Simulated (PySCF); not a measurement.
Worked example for `C[S-]` ([CH3S]-): proton affinity at atom S2

Numbering: `[CH3:1][S-:2]`

These are calculated values, PBE0-D3(BJ)/ma-def2-TZVP in PySCF (grid level 2) at geometries from PBE0-D3(BJ)/ma-def2-SVP. The prefix ma- adds one diffuse s and one diffuse p function on all atoms but H. Zero-point and thermal terms (298.15 K, 1 bar) come from unscaled PBE0-D3(BJ)/ma-def2-SVP harmonic frequencies, with soft modes damped to free rotors in the entropy.

Step: `CS` → `C[S-]` + H⁺.

```tsv
species	charge	multiplicity	E / Eh
CS	0	1	-438.538851
C[S-]	-1	1	-437.959528
```

Thermal terms, products less reactant: Δ(H − E) = -21.89 kJ/mol, Δ(G − E) = -48.70 kJ/mol (the bare proton has no electronic energy, H = 5/2 RT). 1 Eh = 2625.50 kJ/mol.

What are ΔE, ΔH and ΔG of this step?

ΔE = 0.579323 Eh = 1521.01 kJ/mol; ΔH = 1499.1 kJ/mol; ΔG = 1472.3 kJ/mol, all in the gas phase at 298.15 K and 1 bar. The digits show the arithmetic; the method itself can be off by 10 kJ/mol or more.
